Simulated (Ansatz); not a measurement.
# BCl2+ (SMILES Cl[B+]Cl): functionals against CCSD(T) at one geometry

Aim: energy, forces and dipole at a structure displaced at random from a GFN2-xTB minimum, from CCSD(T) and from density functionals.

Computed with Ansatz 0.2.0, Gaussian basis. Level: single points in def2-TZVPP.

Correlated methods freeze the cores.

**1. The system as given**

SMILES `Cl[B+]Cl`, 3 atoms, charge 1, spin multiplicity 1.

Atoms are counted from 1 here; the program's logs count them from 0.

Bond lengths: Cl1–B2 1.514 Å, B2–Cl3 1.643 Å. Angles: Cl1–B2–Cl3 179.1°.

Coordinates:

```
Cl   -1.2221    0.7747   -0.5803
B    -0.0414    0.0174   -0.0093
Cl    1.2513   -0.7816    0.6150
```

**2. CCSD(T)/def2-TZVPP**

File run/in.yaml:

```yaml
crystal:
  periodic: [false, false, false]
  atoms:
    - {symbol: Cl, position_ang: [-1.222100, 0.774700, -0.580300]}
    - {symbol: B, position_ang: [-0.041400, 0.017400, -0.009300]}
    - {symbol: Cl, position_ang: [1.251300, -0.781600, 0.615000]}
basis:
  gaussian: {orbitals: def2-TZVPP}
total_charge: 1
correlation: {method: ccsd_t}
output: {forces: true}
```

The command line of these runs was not kept.

**3. PBE0-D4/def2-TZVPP**

Edit run/in.yaml of step 2 so:

```diff
@@ -9,3 +9,3 @@
 total_charge: 1
-correlation: {method: ccsd_t}
-output: {forces: true}
+hamiltonian: {xc: pbe0, dispersion: d4}
+output: {forces: true, orbitals: {seedname: orbitals}}
```

**4. wB97M-V/def2-TZVPP**

Edit run/in.yaml of step 3 so:

```diff
@@ -9,3 +9,3 @@
 total_charge: 1
-hamiltonian: {xc: pbe0, dispersion: d4}
-output: {forces: true, orbitals: {seedname: orbitals}}
+hamiltonian: {xc: {name: wB97M-V}}
+output: {forces: true}
```

**5. r2SCAN-D4/def2-TZVPP**

Edit run/in.yaml of step 4 so:

```diff
@@ -9,3 +9,3 @@
 total_charge: 1
-hamiltonian: {xc: {name: wB97M-V}}
+hamiltonian: {xc: r2scan, dispersion: d4}
 output: {forces: true}
```

**6. PBE-D4/def2-TZVPP**

Edit run/in.yaml of step 5 so:

```diff
@@ -9,3 +9,3 @@
 total_charge: 1
-hamiltonian: {xc: r2scan, dispersion: d4}
+hamiltonian: {xc: pbe, dispersion: d4}
 output: {forces: true}
```

**7. BLYP-D4/def2-TZVPP**

Edit run/in.yaml of step 6 so:

```diff
@@ -9,3 +9,3 @@
 total_charge: 1
-hamiltonian: {xc: pbe, dispersion: d4}
+hamiltonian: {xc: {name: BLYP}, dispersion: d4}
 output: {forces: true}
```

**8. r2SCAN0-D4/def2-TZVPP**

Edit run/in.yaml of step 7 so:

```diff
@@ -9,3 +9,3 @@
 total_charge: 1
-hamiltonian: {xc: {name: BLYP}, dispersion: d4}
+hamiltonian: {xc: {name: r2SCAN0}, dispersion: d4}
 output: {forces: true}
```

(Steps that only read results are left out.)

Q: Predict the outcome of this session. Wanted: energy less free atoms, CCSD(T)/def2-TZVPP; RMS force component; RMS force error; HOMO and LUMO, PBE0-D4; T1 diagnostic.

**Answer**, as computed:

| quantity | value |
| --- | --- |
| energy less free atoms, CCSD(T)/def2-TZVPP | -24.1 kcal/mol |
| RMS force component | 2.540 to 2.664 eV/Å over the methods |
| RMS force error | PBE0-D4 0.186, wB97M-V 0.145, r2SCAN-D4 0.144, PBE-D4 0.041, BLYP-D4 0.094, r2SCAN0-D4 0.253 eV/Å |
| HOMO and LUMO, PBE0-D4 | -16.97 and -8.17 eV |
| T1 diagnostic | 0.013 |

Against CCSD(T) the functionals' energies less atoms differ by -21.2 to -7.8 kcal/mol, PBE-D4 by -21.2 kcal/mol. The reference is not at the basis limit: in triple zeta CCSD(T) underbinds, which counts against methods that bind more; the gaps are no ranking. For forces PBE-D4 does best and r2SCAN0-D4 worst. Frozen-core CCSD(T) forces in triple zeta carry basis errors of their own, and this is one geometry, so small gaps rank nothing.
